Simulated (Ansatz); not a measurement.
A made-up structure of SiH₂OF, doublet:

```tsv
atom	x (Å)	y (Å)	z (Å)
O1	-0.6152	-0.8846	-0.2763
Si2	0.2839	0.2457	0.4931
F3	0.2070	1.6465	-0.2831
H4	-1.5645	-0.7651	-0.3380
H5	0.2382	2.5489	-0.3966
```

It is relaxed with PBE-D4/def2-SVP and then PBE0-D4/def2-TZVP (Ansatz 0.2.0). Atoms count as bonded within 1.22 times the sum of their covalent radii (H–H: 0.88 Å). The end point is not checked to be a true minimum.

(1) Does its bonding change? (Judge from chemistry; the calculation decides.)

Answers

(1) Computed: Yes. Formed: none; broken: Si2–F3.

Where it ends: The first stage lowers the energy by 2.53 eV in 18 steps. It ends as a complex of SiHO ([OH][Si]) + HF:
```xyz
5
angstrom
O -0.7665 -0.7014 -0.0185
Si 0.2628 -0.2206 1.1594
F -0.2237 1.9871 -1.0100
H -0.9600 -0.0656 -0.7209
H 0.2369 1.7919 -0.2111
```

Labels in which every atom is bracketed show which atoms are joined, not bond orders.

For scale, one of the runs: PBE0-D4/def2-TZVP relaxation, 111 basis functions, launched by `ansatz run in.yaml --threads 2 --pin off --events-out ev --progress --plain --max-ram 4352MiB`. The run took about 50 s on 2 CPU threads of an Arm Neoverse V2 (shared host).
